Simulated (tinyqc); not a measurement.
Inside a calculation. Method: MP2 on RHF in the sto-3g basis, frozen core, for LiH, spin multiplicity 1. Computed by tinyqc, a small Python program that keeps every step (integrals from PySCF). Settings: charge = 0, multiplicity = 1, basis = sto-3g, method = RHF, frozen orbitals = 1, energy threshold = 1e-10, iteration cap = 73, orthogonalisation = symmetric, start = atomic densities, DIIS depth = 6. Command: `OMP_NUM_THREADS=1 python tinyqc.py 23879 23880 out.jsonl` (the two numbers bound the seeds that draw the settings). One thread of a shared host (Intel(R) Xeon(R) Processor @ 2.60GHz), about 0.1 s of CPU time with the checks. The early iterations of the SCF are left out here.

## One-electron integrals

Geometry (angstrom):
```
atom,x,y,z
Li,0.000000,0.000000,0.000000
H,0.000000,0.000000,2.032000
```

Basis sto-3g: exponents (1/bohr^2) and contraction coefficients of normalised primitives:
```
element,l (shell),exponent,coefficient
Li,s (1),16.119575,0.154329
Li,s (1),2.936201,0.535328
Li,s (1),0.794651,0.444635
Li,s (2),0.636290,-0.099967
Li,s (2),0.147860,0.399513
Li,s (2),0.048089,0.700115
Li,p (3),0.636290,0.155916
Li,p (3),0.147860,0.607684
Li,p (3),0.048089,0.391957
H,s (1),3.425251,0.154329
H,s (1),0.623914,0.535328
H,s (1),0.168855,0.444635
```

Overlap, kinetic and nuclear-attraction integrals over the contracted functions; the nuclear repulsion is the sum of Za Zb / Rab.

nuclear repulsion = 0.78126557 hartree

overlap S:
```
,1Li 1s,1Li 2s,1Li 2px,1Li 2py,1Li 2pz,2H 1s
1Li 1s,1.000000,0.241137,0.000000,0.000000,0.000000,0.025715
1Li 2s,0.241137,1.000000,0.000000,0.000000,0.000000,0.291454
1Li 2px,0.000000,0.000000,1.000000,0.000000,0.000000,0.000000
1Li 2py,0.000000,0.000000,0.000000,1.000000,0.000000,0.000000
1Li 2pz,0.000000,0.000000,0.000000,0.000000,1.000000,0.413656
2H 1s,0.025715,0.291454,0.000000,0.000000,0.413656,1.000000
```

kinetic energy T (hartree):
```
,1Li 1s,1Li 2s,1Li 2px,1Li 2py,1Li 2pz,2H 1s
1Li 1s,3.576786,-0.020237,0.000000,0.000000,0.000000,-0.008786
1Li 2s,-0.020237,0.102163,0.000000,0.000000,0.000000,0.018123
1Li 2px,0.000000,0.000000,0.319682,0.000000,0.000000,0.000000
1Li 2py,0.000000,0.000000,0.000000,0.319682,0.000000,0.000000
1Li 2pz,0.000000,0.000000,0.000000,0.000000,0.319682,0.069011
2H 1s,-0.008786,0.018123,0.000000,0.000000,0.069011,0.760032
```

nuclear attraction V (hartree):
```
,1Li 1s,1Li 2s,1Li 2px,1Li 2py,1Li 2pz,2H 1s
1Li 1s,-8.243303,-1.027140,0.000000,0.000000,-0.009986,-0.106178
1Li 2s,-1.027140,-1.453563,0.000000,0.000000,-0.097145,-0.477720
1Li 2px,0.000000,0.000000,-1.418874,0.000000,0.000000,0.000000
1Li 2py,0.000000,0.000000,0.000000,-1.418874,0.000000,0.000000
1Li 2pz,-0.009986,-0.097145,0.000000,0.000000,-1.494171,-0.685596
2H 1s,-0.106178,-0.477720,0.000000,0.000000,-0.685596,-2.007632
```

core Hamiltonian H = T + V (hartree):
```
,1Li 1s,1Li 2s,1Li 2px,1Li 2py,1Li 2pz,2H 1s
1Li 1s,-4.666517,-1.047378,0.000000,0.000000,-0.009986,-0.114964
1Li 2s,-1.047378,-1.351400,0.000000,0.000000,-0.097145,-0.459597
1Li 2px,0.000000,0.000000,-1.099193,0.000000,0.000000,0.000000
1Li 2py,0.000000,0.000000,0.000000,-1.099193,0.000000,0.000000
1Li 2pz,-0.009986,-0.097145,0.000000,0.000000,-1.174490,-0.616585
2H 1s,-0.114964,-0.459597,0.000000,0.000000,-0.616585,-1.247600
```

## Two-electron integrals

Functions are numbered as in S; the eight-fold symmetry (ij|kl) = (ji|kl) = (kl|ij) leaves the list below.

Two-electron integrals (ij|kl) in chemists' order, unique and non-zero (hartree):
```
i,j,k,l,(ij|kl)
1,1,1,1,1.680395
2,1,1,1,0.265420
2,1,2,1,0.049941
2,2,1,1,0.397727
2,2,2,1,0.092860
2,2,2,2,0.290562
3,1,3,1,0.008981
3,2,3,1,0.013788
3,2,3,2,0.064184
3,3,1,1,0.396640
3,3,2,1,0.092880
3,3,2,2,0.290497
3,3,3,3,0.312946
4,1,4,1,0.008981
4,2,4,1,0.013788
4,2,4,2,0.064184
4,3,4,3,0.016869
4,4,1,1,0.396640
4,4,2,1,0.092880
4,4,2,2,0.290497
4,4,3,3,0.279207
4,4,4,4,0.312946
5,1,5,1,0.008981
5,2,5,1,0.013788
5,2,5,2,0.064184
5,3,5,3,0.016869
5,4,5,4,0.016869
5,5,1,1,0.396640
5,5,2,1,0.092880
5,5,2,2,0.290497
5,5,3,3,0.279207
5,5,4,4,0.279207
5,5,5,5,0.312946
6,1,1,1,0.027111
6,1,2,1,0.005147
6,1,2,2,0.009820
6,1,3,3,0.009704
6,1,4,4,0.009704
6,1,5,1,0.000649
6,1,5,2,0.001267
6,1,5,5,0.010057
6,1,6,1,0.000586
6,2,1,1,0.093312
6,2,2,1,0.022191
6,2,2,2,0.077447
6,2,3,3,0.073036
6,2,4,4,0.073036
6,2,5,1,0.003477
6,2,5,2,0.024178
6,2,5,5,0.086198
6,2,6,1,0.002769
6,2,6,2,0.038976
6,3,3,1,0.001431
6,3,3,2,0.007467
6,3,5,3,0.003358
6,3,6,3,0.002227
6,4,4,1,0.001431
6,4,4,2,0.007467
6,4,5,4,0.003358
6,4,6,4,0.002227
6,5,1,1,0.124952
6,5,2,1,0.029931
6,5,2,2,0.107585
6,5,3,3,0.100176
6,5,4,4,0.100176
6,5,5,1,0.005349
6,5,5,2,0.037259
6,5,5,5,0.122301
6,5,6,1,0.003830
6,5,6,2,0.058359
6,5,6,5,0.088053
6,6,1,1,0.260285
6,6,2,1,0.062710
6,6,2,2,0.241832
6,6,3,3,0.221059
6,6,4,4,0.221059
6,6,5,1,0.009867
6,6,5,2,0.089074
6,6,5,5,0.283274
6,6,6,1,0.007959
6,6,6,2,0.158121
6,6,6,5,0.243878
6,6,6,6,0.774606
```

## Orthogonalisation

S = U s U^T; symmetric (Loewdin) form X = U s^(-1/2) U^T, so that X^T S X = 1.

eigenvalues of S: 0.479190  0.803577  1.000000  1.000000  1.181568  1.535666

X:
```
,1Li 1s,1Li 2s,1Li 2px,1Li 2py,1Li 2pz,2H 1s
1Li 1s,1.023448,-0.130135,0.000000,0.000000,-0.006846,0.018080
1Li 2s,-0.130135,1.064421,0.000000,0.000000,0.057548,-0.179294
1Li 2px,0.000000,0.000000,1.000000,0.000000,0.000000,0.000000
1Li 2py,0.000000,0.000000,0.000000,1.000000,0.000000,0.000000
1Li 2pz,-0.006846,0.057548,0.000000,0.000000,1.079536,-0.248805
2H 1s,0.018080,-0.179294,0.000000,0.000000,-0.248805,1.119657
```

## Starting guess

The start is atomic minimal-basis densities projected into this basis (PySCF's MINAO start) and scaled to the electron count of each spin; this density is not idempotent, so its energy is not variational and may lie below the converged one.

D at the start:
```
,1Li 1s,1Li 2s,1Li 2px,1Li 2py,1Li 2pz,2H 1s
1Li 1s,2.074992,-0.223702,0.000000,0.000000,0.005352,-0.019639
1Li 2s,-0.223702,1.018183,0.000000,0.000000,-0.005071,0.096555
1Li 2px,0.000000,0.000000,0.000000,0.000000,0.000000,0.000000
1Li 2py,0.000000,0.000000,0.000000,0.000000,0.000000,0.000000
1Li 2pz,0.005352,-0.005071,0.000000,0.000000,0.003487,0.055304
2H 1s,-0.019639,0.096555,0.000000,0.000000,0.055304,0.910197
```

## Iteration 8 (converged): orbitals

converged F (hartree):
```
,1Li 1s,1Li 2s,1Li 2px,1Li 2py,1Li 2pz,2H 1s
1Li 1s,-2.359790,-0.641898,0.000000,0.000000,0.014363,-0.070952
1Li 2s,-0.641898,-0.212324,0.000000,0.000000,-0.071874,-0.211035
1Li 2px,0.000000,0.000000,0.161813,0.000000,0.000000,0.000000
1Li 2py,0.000000,0.000000,0.000000,0.161813,0.000000,0.000000
1Li 2pz,0.014363,-0.071874,0.000000,0.000000,0.044502,-0.203278
2H 1s,-0.070952,-0.211035,0.000000,0.000000,-0.203278,-0.090323
```

Diagonalise F' = X^T F X, C = X C', fill 2 alpha and 2 beta electrons from the bottom; D = 2 C_occ C_occ^T. Each column has its largest component positive (the first on a tie).

F' = X^T F X (hartree):
```
,1,2,3,4,5,6
1,-2.306302,-0.360501,0.000000,0.000000,0.012527,0.015430
2,-0.360501,-0.033038,0.000000,0.000000,0.006200,-0.213397
3,0.000000,0.000000,0.161813,0.000000,0.000000,0.000000
4,0.000000,0.000000,0.000000,0.161813,0.000000,0.000000
5,0.012527,0.006200,0.000000,0.000000,0.151820,-0.250955
6,0.015430,-0.213397,0.000000,0.000000,-0.250955,0.074660
```

orbital energies (hartree): MO1 -2.362280, MO2 -0.247324, MO3 0.072800, MO4 0.161813, MO5 0.161813, MO6 0.423945

coefficients C:
```
,MO1,MO2,MO3,MO4,MO5,MO6
1Li 1s,0.991445,-0.150740,-0.214410,0.000000,0.000000,0.114447
1Li 2s,0.033393,0.490225,0.798523,0.000000,0.000000,-0.553454
1Li 2px,0.000000,0.000000,0.000000,0.857197,0.514988,0.000000
1Li 2py,0.000000,0.000000,0.000000,-0.514988,0.857197,0.000000
1Li 2pz,-0.004598,0.330315,-0.597246,0.000000,0.000000,-0.874544
2H 1s,-0.000998,0.584282,-0.186687,0.000000,0.000000,0.985785
```

D after iteration 8:
```
,1Li 1s,1Li 2s,1Li 2px,1Li 2py,1Li 2pz,2H 1s
1Li 1s,2.011370,-0.081579,0.000000,0.000000,-0.108701,-0.178129
1Li 2s,-0.081579,0.482871,0.000000,0.000000,0.323550,0.572793
1Li 2px,0.000000,0.000000,0.000000,0.000000,0.000000,0.000000
1Li 2py,0.000000,0.000000,0.000000,0.000000,0.000000,0.000000
1Li 2pz,-0.108701,0.323550,0.000000,0.000000,0.218258,0.386004
2H 1s,-0.178129,0.572793,0.000000,0.000000,0.386004,0.682774
```

Within a degenerate level the vectors are fixed only up to a rotation; this is one choice.

## Convergence

Stop when the energy changes by less than 1e-10 hartree and every element of the error matrix X^T (F D S - S D F) X is below 3e-06.

Course of the cycle:
```
iteration,E (hartree),change,largest element of the error matrix
1,-7.63750267,-,1.09e-01
2,-7.81679496,-1.79e-01,7.85e-02
3,-7.82570030,-8.91e-03,2.80e-02
4,-7.82723541,-1.54e-03,5.33e-03
5,-7.82742536,-1.90e-04,6.64e-04
6,-7.82742808,-2.72e-06,4.45e-05
7,-7.82742809,-1.17e-08,7.89e-07
8,-7.82742809,-4.35e-12,5.18e-08
```

PySCF RHF in the same basis = -7.82742809 hartree

Converged in 8 iterations.

## Populations, bond orders and dipole

Mulliken: Z minus the diagonal of D S on the atom; Loewdin: the same with S^(1/2) D S^(1/2); Mayer order: 2 sum_s sum (D(s) S)_ij (D(s) S)_ji over the two atoms.

Charges (e):
```
atom,Mulliken,Loewdin
1Li,0.004809,0.003390
2H,-0.004809,-0.003390
```

Mayer bond orders:
```
pair,order
2-1,0.999977
```

dipole moment about the origin, x y z (debye): 0.000000  0.000000  -5.017089

## Integrals over molecular orbitals

(pq|rs) = sum C_ip C_jq C_kr C_ls (ij|kl), one index at a time.

one-electron integrals over orbitals h = C^T H C (hartree):
```
,1,2,3,4,5,6
1,-4.657522,0.096391,0.162578,0.000000,0.000000,-0.051524
2,0.096391,-1.341567,0.018725,0.000000,0.000000,0.029632
3,0.162578,0.018725,-1.099580,0.000000,0.000000,0.022268
4,0.000000,0.000000,0.000000,-1.099193,0.000000,0.000000
5,0.000000,0.000000,0.000000,0.000000,-1.099193,0.000000
6,-0.051524,0.029632,0.022268,0.000000,0.000000,-1.006403
```

Two-electron integrals over orbitals (pq|rs), unique and non-zero (hartree); the lowest 1 orbital is frozen and left out:
```
p,q,r,s,(pq|rs)
2,2,2,2,0.458180
3,2,2,2,-0.057031
3,2,3,2,0.019224
3,3,2,2,0.214376
3,3,3,2,0.013161
3,3,3,3,0.330992
4,2,4,2,0.021513
4,3,4,2,0.020018
4,3,4,3,0.041350
4,4,2,2,0.249825
4,4,3,2,0.011713
4,4,3,3,0.280300
4,4,4,4,0.312946
5,2,5,2,0.021513
5,3,5,2,0.020018
5,3,5,3,0.041350
5,4,5,4,0.016869
5,5,2,2,0.249825
5,5,3,2,0.011713
5,5,3,3,0.280300
5,5,4,4,0.279207
5,5,5,5,0.312946
6,2,2,2,0.110577
6,2,3,2,-0.041902
6,2,3,3,-0.018503
6,2,4,4,-0.033715
6,2,5,5,-0.033715
6,2,6,2,0.129428
6,3,2,2,-0.055987
6,3,3,2,0.015391
6,3,3,3,0.036422
6,3,4,4,0.006702
6,3,5,5,0.006702
6,3,6,2,-0.037520
6,3,6,3,0.029643
6,4,4,2,-0.018781
6,4,4,3,-0.012402
6,4,6,4,0.019482
6,5,5,2,-0.018781
6,5,5,3,-0.012402
6,5,6,5,0.019482
6,6,2,2,0.430295
6,6,3,2,-0.048184
6,6,3,3,0.238872
6,6,4,4,0.260546
6,6,5,5,0.260546
6,6,6,2,0.105453
6,6,6,3,-0.046068
6,6,6,6,0.427569
```

## Second-order Moller-Plesset energy

Hartree-Fock energy = -7.82742809 hartree

E2 = sum_ijab (ia|jb) [2 (ia|jb) - (ib|ja)] / (e_i + e_j - e_a - e_b) over occupied i, j and virtual a, b; the opposite-spin part is (ia|jb)^2 / denominator, the rest is same-spin, and SCS-MP2 scales them by 6/5 and 1/3.

Terms:
```
i,j,a,b,(ia|jb),(ib|ja),denominator,term
2,2,6,6,0.129428,0.129428,-1.342539,-0.012478
2,2,6,3,-0.041902,-0.041902,-0.991394,-0.001771
2,2,3,6,-0.041902,-0.041902,-0.991394,-0.001771
2,2,3,3,0.019224,0.019224,-0.640249,-0.000577
2,2,4,4,0.021513,0.021513,-0.818274,-0.000566
2,2,5,5,0.021513,0.021513,-0.818274,-0.000566
```

Pair energies (hartree; pair i-j sums ij and ji):
```
pair,opposite spin,same spin
2-2,-0.017728,0
```

MP2 correlation energy = -0.01772796 hartree

SCS-MP2 correlation energy = -0.02127356 hartree

MP2 total energy = -7.84515606 hartree
